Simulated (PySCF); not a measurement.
**MCl cations for M along the third period**

CCSD(T) with double-zeta basis sets in PySCF, for the lowest determinant that a PBE0 search found; no spin–orbit coupling. De refers to high-spin ground-configuration atoms (the charge goes to the atom of lower measured ionisation energy or higher electron affinity, which is not always the lowest computed limit).

| M | basis | reference, frozen orbitals | charged atom | state (unpaired electrons) | Re (Å) | ωe (cm⁻¹) | De (eV) |
| --- | --- | --- | --- | --- | --- | --- | --- |
| Na | def2-SVP | UHF, 6 | Na+ | doublet (π ↑) | 2.844 | 154 | 0.41 |
| Mg | pcseg-1 | RHF, 6 | Mg+ | singlet (closed shell) | 2.185 | 493 | 2.29 |
| Al | def2-SVP | UHF, 10 | Al+ | doublet (σ ↑) | 2.036 | 612 | 1.64 |
| Si | def2-SVP | RHF, 10 | Si+ | singlet (closed shell) | 1.972 | 680 | 4.74 |
| Cl | jorge-DZP-DKH | UHF, 10 | Cl+ | doublet (π ↑) | 1.955 | 598 | 3.03 |

The shortest bond is that of Cl₂⁺ (1.955 Å), the longest that of NaCl⁺ (2.844 Å). SiCl⁺ is bound most strongly (4.74 eV) and NaCl⁺ least (0.41 eV).

The rows differ in basis set, which adds steps of its own.

The state changes along the series, so neighbouring rows are not always alike in their bonding.

Correlated steps freeze the inner cores (6 to 10 orbitals); shallow outer-core shells are correlated. Weak bonds: NaCl⁺. Basis-set superposition, not corrected here, can be much of De in a small basis, most of all at correlated wavefunction levels. For an ion De counts to the pair picked by the measured ionisation energies or electron affinities, which need not be the lowest pair at this level. Where the molecule has an RHF reference, its open-shell atoms are computed with UHF. States were picked by a PBE0 search and need not be the measured ground states.
